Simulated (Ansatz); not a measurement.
Lattice parameter a (Å) of solids drawn from the class of elemental solids other than molecular ones, at two levels: PBEsol in Ansatz (PAW), and r²SCAN (PAW; Ansatz, an electronic-structure program).

```
solid                 PBEsol  r²SCAN  shift (%)
--------------------  ------  ------  ---------
fcc Ca                 5.455   5.568      +2.07
diamond-structure Ge   5.675   5.675       0.00
fcc Ir                 3.830   3.844      +0.37
fcc Rh                 3.780   3.800      +0.53
grey tin (α-Sn)        6.539   6.566      +0.41
bcc Ta                 3.281   3.305      +0.73
bcc Ba                 4.881   5.070      +3.87
bcc Cs                 6.012   6.273      +4.34
fcc Ni                 3.463   3.478      +0.43
bcc Na                 4.171   4.223      +1.25
```

The shifts run from 0.00 % to +4.34 %, with a median of +0.63 %.

Over all 10 rows r²SCAN is the larger in 9.

Ansatz's runs of these crystals have no spin polarisation, but for fcc Ni. Meta-GGA and hybrid levels favour moments, which can bear on fcc Rh, fcc Ni.

Density-functional runs with spin start from parallel moments for fcc Ni.

Spin–orbit coupling is left out, also for the solids with elements from indium on (fcc Ir, grey tin (α-Sn), bcc Ta, bcc Ba, bcc Cs); its size isn't shown.

Caveats: the gap of the solid is closed in this run (PBEsol: diamond-structure Ge). Ansatz's density-functional and Hartree–Fock values are scalar-relativistic unless marked +SOC, with PAW data made under PBE.
